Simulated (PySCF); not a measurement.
Numbering as in the mapped SMILES `[cH:1]1[cH:2][cH:3][s:4][cH:5]1`. Hydrogens are named by the atom that carries them.

Geometry: PBE0-D3(BJ)/def2-TZVP; GIAO shifts from PySCF 2.14.0 with density-fitted response routines, gas phase, non-relativistic, averaged over equivalent atoms.

At B97-2/pcSseg-2 (243 basis functions):
| atoms | δ (ppm) |
| --- | --- |
| C1/C2 | 132.8 |
| C3/C5 | 132.7 |
| S4 | 244.7 |
| H(C3)/H(C5) | 7.44 |
| H(C1)/H(C2) | 7.41 |

Chemical shifts δ = σref − σ; ¹³C (185.38 ppm), ¹H (31.64 ppm) vs TMS; ³³S (517.10 ppm) vs CS2, all at this level.

Question: Predict the values at KT3/pcSseg-2 on the same geometry.

Answer: 
```
      atoms  δ at KT3/pcSseg-2  change
      C1/C2              124.0    -8.8
      C3/C5              122.4   -10.3
         S4              233.1   -11.6
H(C3)/H(C5)               7.28   -0.16
H(C1)/H(C2)               7.33   -0.08
```

Referencing at the same level of theory: ¹³C (σref 183.24) and ¹H (σref 31.63) against TMS; CS2 for ³³S (σref 535.12).

The largest change is at S4 (aromatic ring sulfur). Cost: 243 basis functions.
